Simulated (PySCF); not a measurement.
Species: C4H6N2.
Z-matrix (Å and degrees, PBE0-D3(BJ)/def2-SVP geometry), rows numbered from 1:
```
C 
N   1  1.4384
C   2  1.3552  1  127.67
C   3  1.3820  2  106.60  1  -178.38
C   4  1.4110  3  103.97  2     0.11
N   5  1.3261  4  111.54  3     0.01
H   1  1.0973  2  109.24  3    -7.82
H   1  1.1003  2  110.61  3   112.34
H   1  1.0987  2  109.88  3  -127.63
H   3  1.0880  2  121.71  1     1.91
H   4  1.0867  3  127.52  2  -179.48
H   5  1.0898  4  128.55  3  -179.82
```

Method: PBE0-D3(BJ)/def2-SVP geometry optimisation, gas phase in PySCF.

Take the most abundant isotopes and a rigid rotor. 

Q: What are A, B and C (MHz)?

A: Ia = 55.87, Ib = 134.56, Ic = 187.20 u·Å²; 505379 MHz·u·Å²/I gives A = 9045, B = 3756, C = 2700 MHz.

Q: Classify the top.

A: An asymmetric top; Ray's κ = -0.667.

Q: What does the inertial defect say?

A: Not planar: Δ = Ic − Ia − Ib = -3.23 u·Å². For a rigid frame Δ = −2 Σ m c², so Σ m c² = 1.61 u·Å² lies off the ab plane, practically all of it from hydrogen. The atom farthest from that plane is 0.96 Å away.

Q: Give the other two planar moments, Paa and Pbb, and the rms extents of the mass along the axes.

A: Paa = Σ m a² = (Ib + Ic − Ia)/2 = 132.94 and Pbb = Σ m b² = (Ia + Ic − Ib)/2 = 54.26 u·Å². With the mass M = 82.05 u, the rms extents √(P/M) along a, b and c are 1.27, 0.81, 0.14 Å.

Q: Give the coordinates in the principal-axis frame, origin at the centre of mass.

A: The sense of each axis is arbitrary; atoms in the order of the calculation.
```tsv
atom	mass (u)	a (Å)	b (Å)	c (Å)
C1	12.000	-2.065	-0.014	0.009
N2	14.003	-0.627	-0.044	-0.012
C3	12.000	0.179	-1.133	-0.003
C4	12.000	1.478	-0.662	0.006
C5	12.000	1.332	0.741	0.005
N6	14.003	0.055	1.098	-0.005
H7	1.008	-2.450	-1.036	-0.107
H8	1.008	-2.430	0.403	0.959
H9	1.008	-2.438	0.608	-0.816
H10	1.008	-0.225	-2.143	-0.009
H11	1.008	2.394	-1.247	0.006
H12	1.008	2.109	1.505	0.007
```

Q: Predict some low-J microwave lines.

A: The dipole components are |μa| = 1.34 D, |μb| = 1.97 D, |μc| = 0.01 D. The squared components, which scale the intensities, stand as 0.47 : 1.00 : 0.00 (a : b : c). Some lines, for components of 0.1 D or more:

```
type  branch         J(Ka,Kc)    MHz  lower level (cm⁻¹)
   b       Q  1(1,0) ← 1(0,1)   6346               0.215
   a       R  1(0,1) ← 0(0,0)   6456               0.000
   b       Q  3(1,2) ← 3(0,3)   9588               1.269
   b       Q  4(1,3) ← 4(0,4)  12671               2.087
   b       Q  2(2,0) ← 2(1,1)  16011               0.893
   a       R  3(2,1) ← 2(2,0)  19922               1.427
   a       R  4(0,4) ← 3(0,3)  24527               1.269
   a       R  4(3,2) ← 3(3,1)  26075               3.041
   b       R  4(1,4) ← 3(0,3)  26720               1.269
   a       R  4(1,3) ← 3(1,2)  27610               1.589
   b       R  4(2,2) ← 3(1,3)  48409               1.378
```

Stationary, but not proved a minimum. These are rigid-rotor constants of the computed structure; measured ground-state constants (B0) also hold zero-point vibration. A rigid rotor knows nothing of internal rotation, which can split or shift real lines. Quadrupole hyperfine structure (14N) is left out.
